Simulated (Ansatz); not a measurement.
Ansatz (a first-principles code) input (r2SCAN/def2-SV(P)): A basis named .json is the Basis Set Exchange file of that set (core-valence sets with the plain set on hydrogen).

Ansatz 0.2 input:
```yaml
crystal:
  periodic: [false, false, false]
  atoms:
    - {symbol: B, position_ang: [-0.00527615, 0.68628422, -0.03815181]}
    - {symbol: Cl, position_ang: [1.53762474, -0.08886242, 0.01004358]}
    - {symbol: Cl, position_ang: [-1.53607293, -0.11298588, 0.00117754]}
basis:
  gaussian:
    orbitals: def2-SV_P_.json
hamiltonian:
  xc: {name: r2SCAN}
magnetization: {spin_polarized: true, initial_magnetization: 1}
```

Output:

```
Functional definition: r2SCAN
integrals: 0.01 GiB planned
544 factors; their error is unknown
mean field: 0.17 GiB planned
mean field evaluation 1: about -25710.8241 eV, gradient 8.8e0 eV
mean field evaluation 2: about -25710.5050 eV, gradient 1.2e1 eV
mean field evaluation 4: about -25711.4129 eV, gradient 5.5e-1 eV
mean field evaluation 8: about -25711.3836 eV, gradient 3.6e-2 eV
mean field evaluation 16: about -25711.3837 eV, gradient 9.8e-6 eV
mean field -25711.38366092 eV, -944.8759217369 hartree, gradient 9.8e-6 eV, S^2 0.754090; 0 other end points of the search recorded, 0 dependent functions left out
reference -25711.38366813 eV, -944.8759220019 hartree; 20, 19 occupied and 30, 31 virtual orbitals, 544 factors
Total energy: -25711.38366813 eV, -944.8759220019 hartree
```
